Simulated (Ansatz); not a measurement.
Compare A (`B[SiH2]N`) with its isomer B (`BN[SiH3]`).

Isolated molecules relaxed with PBE0-D4/def2-TZVP in Ansatz; ΔE leaves out vibrations. CCSD(T)/CBS is the MP2 limit (def2-TZVPP, def2-QZVPP) plus CCSD(T) − MP2 in def2-TZVPP, frozen cores. DFT in def2-TZVPP. B3LYP here is the variant with VWN-RPA as its local correlation; programs differ in this. Each species was taken in one conformer, which may not be the lowest.

Which is lower in electronic energy at CCSD(T)/CBS, and by how much? (An estimate is asked.)

The calculation gave: B, by 39.7 kcal/mol.

Give E(B) − E(A) in kcal/mol with MP2/def2-TZVPP, LDA (SPW92), B3LYP-D4, r2SCAN-D4, HF/def2-TZVPP, ωB97M-V, BLYP-D4. (Best estimate.)

Ansatz gave: MP2/def2-TZVPP -41.7, LDA (SPW92) -41.0, B3LYP-D4 -40.3, r2SCAN-D4 -39.5, HF/def2-TZVPP -39.9, ωB97M-V -40.6, BLYP-D4 -40.2. None reverses the order clearly.

Does the order hold for the free energy at 298.15 K (harmonic terms from PBE0-D4)? (Best estimate.)

The calculation gave: Yes: G(B) − G(A) = -38.6 kcal/mol, for one conformer each.

Largest T1 diagnostic: 0.012.

Leaving LDA and LC-ωPBE aside and taking each functional with its dispersion term where it has one, the values, not all of them listed here, spread over 2.9 kcal/mol, from CAM-B3LYP-D4 to revPBE-D4. LDA lies −2.5 kcal/mol from PBE without D4. At CCSD(T), def2-SVP lies −5.3 kcal/mol from the extrapolated value and def2-TZVPP −0.6 kcal/mol.
